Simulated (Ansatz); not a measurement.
`CCC(O)CC` + HCl → `CCC(O)Cl` + `CC`  (substitution at a C–C bond)

Computed with Ansatz on PBE0-D4/def2-TZVP structures; ΔE is electronic, products minus reactants. CBS: MP2 limit from def2 TZ/QZ plus the TZ coupled-cluster correction, frozen cores. This one scheme is used for every species. DFT in def2-TZVPP. B3LYP here is the variant with VWN-RPA as its local correlation; programs differ in this. HSE06 is defined as in plane-wave codes. One conformer a species, not always the lowest.

```json
{"level": "LDA (SPW92)", "ΔE (kJ/mol)": "3.3", "difference from CCSD(T)/CBS": "-4.0"}
{"level": "PBE-D4", "ΔE (kJ/mol)": "-4.2", "difference from CCSD(T)/CBS": "-11.5"}
{"level": "revPBE-D4", "ΔE (kJ/mol)": "-2.2", "difference from CCSD(T)/CBS": "-9.5"}
{"level": "BLYP-D4", "ΔE (kJ/mol)": "-6.3", "difference from CCSD(T)/CBS": "-13.6"}
{"level": "r2SCAN-D4", "ΔE (kJ/mol)": "-2.7", "difference from CCSD(T)/CBS": "-10.0"}
{"level": "B97M-V", "ΔE (kJ/mol)": "0.9", "difference from CCSD(T)/CBS": "-6.4"}
{"level": "PBE0-D4", "ΔE (kJ/mol)": "0.9", "difference from CCSD(T)/CBS": "-6.4"}
{"level": "B3LYP-D4", "ΔE (kJ/mol)": "-2.0", "difference from CCSD(T)/CBS": "-9.3"}
{"level": "r2SCANh-D4", "ΔE (kJ/mol)": "-1.0", "difference from CCSD(T)/CBS": "-8.3"}
{"level": "r2SCAN0-D4", "ΔE (kJ/mol)": "1.3", "difference from CCSD(T)/CBS": "-6.0"}
{"level": "HSE06-D4", "ΔE (kJ/mol)": "0.4", "difference from CCSD(T)/CBS": "-6.9"}
{"level": "BHLYP-D4", "ΔE (kJ/mol)": "1.9", "difference from CCSD(T)/CBS": "-5.4"}
{"level": "CAM-B3LYP-D4", "ΔE (kJ/mol)": "3.0", "difference from CCSD(T)/CBS": "-4.3"}
{"level": "ωB97X-V", "ΔE (kJ/mol)": "3.9", "difference from CCSD(T)/CBS": "-3.4"}
{"level": "ωB97M-V", "ΔE (kJ/mol)": "3.9", "difference from CCSD(T)/CBS": "-3.4"}
{"level": "B2PLYP", "ΔE (kJ/mol)": "-1.5", "difference from CCSD(T)/CBS": "-8.8"}
{"level": "PBE-QIDH", "ΔE (kJ/mol)": "4.4", "difference from CCSD(T)/CBS": "-2.9"}
{"level": "PBE", "ΔE (kJ/mol)": "-7.9", "difference from CCSD(T)/CBS": "-15.2"}
{"level": "revPBE", "ΔE (kJ/mol)": "-12.2", "difference from CCSD(T)/CBS": "-19.5"}
{"level": "BLYP", "ΔE (kJ/mol)": "-13.2", "difference from CCSD(T)/CBS": "-20.5"}
{"level": "r2SCAN", "ΔE (kJ/mol)": "-4.2", "difference from CCSD(T)/CBS": "-11.5"}
{"level": "PBE0", "ΔE (kJ/mol)": "-2.3", "difference from CCSD(T)/CBS": "-9.6"}
{"level": "B3LYP", "ΔE (kJ/mol)": "-7.1", "difference from CCSD(T)/CBS": "-14.4"}
{"level": "r2SCANh", "ΔE (kJ/mol)": "-2.6", "difference from CCSD(T)/CBS": "-9.9"}
{"level": "r2SCAN0", "ΔE (kJ/mol)": "-0.4", "difference from CCSD(T)/CBS": "-7.7"}
{"level": "HSE06", "ΔE (kJ/mol)": "-2.7", "difference from CCSD(T)/CBS": "-10.0"}
{"level": "BHLYP", "ΔE (kJ/mol)": "-1.1", "difference from CCSD(T)/CBS": "-8.4"}
{"level": "CAM-B3LYP", "ΔE (kJ/mol)": "-0.2", "difference from CCSD(T)/CBS": "-7.5"}
{"level": "MP2/def2-SVP", "ΔE (kJ/mol)": "15.6", "difference from CCSD(T)/CBS": "8.3"}
{"level": "CCSD/def2-SVP", "ΔE (kJ/mol)": "17.0", "difference from CCSD(T)/CBS": "9.7"}
{"level": "CCSD(T)/def2-SVP", "ΔE (kJ/mol)": "16.7", "difference from CCSD(T)/CBS": "9.4"}
{"level": "HF/def2-TZVPP", "ΔE (kJ/mol)": "-1.1", "difference from CCSD(T)/CBS": "-8.4"}
{"level": "MP2/def2-TZVPP", "ΔE (kJ/mol)": "8.2", "difference from CCSD(T)/CBS": "0.9"}
{"level": "SCS-MP2/def2-TZVPP", "ΔE (kJ/mol)": "6.6", "difference from CCSD(T)/CBS": "-0.7"}
{"level": "CCSD(T)/def2-TZVPP", "ΔE (kJ/mol)": "10.1", "difference from CCSD(T)/CBS": "2.8"}
{"level": "HF/def2-QZVPP", "ΔE (kJ/mol)": "-1.1", "difference from CCSD(T)/CBS": "-8.4"}
{"level": "MP2/def2-QZVPP", "ΔE (kJ/mol)": "6.6", "difference from CCSD(T)/CBS": "-0.7"}
{"level": "SCS-MP2/def2-QZVPP", "ΔE (kJ/mol)": "5.1", "difference from CCSD(T)/CBS": "-2.2"}
{"level": "MP2/CBS(def2)", "ΔE (kJ/mol)": "5.4", "difference from CCSD(T)/CBS": "-1.9"}
{"level": "CCSD/CBS(def2)", "ΔE (kJ/mol)": "8.4", "difference from CCSD(T)/CBS": "1.1"}
{"level": "CCSD(T)/CBS", "ΔE (kJ/mol)": "7.3", "difference from CCSD(T)/CBS": "0"}
```

Largest T1 diagnostic among the species: 0.010.

At CCSD(T), def2-SVP lies +9.4 kJ/mol from the extrapolated value and def2-TZVPP +2.8 kJ/mol. The D4 term adds +5.1 kJ/mol with B3LYP and +3.3 kJ/mol with PBE0; it sums over pairs of atoms, weighted by their polarisabilities, and B3LYP, whose exchange is more repulsive, gets the larger term.
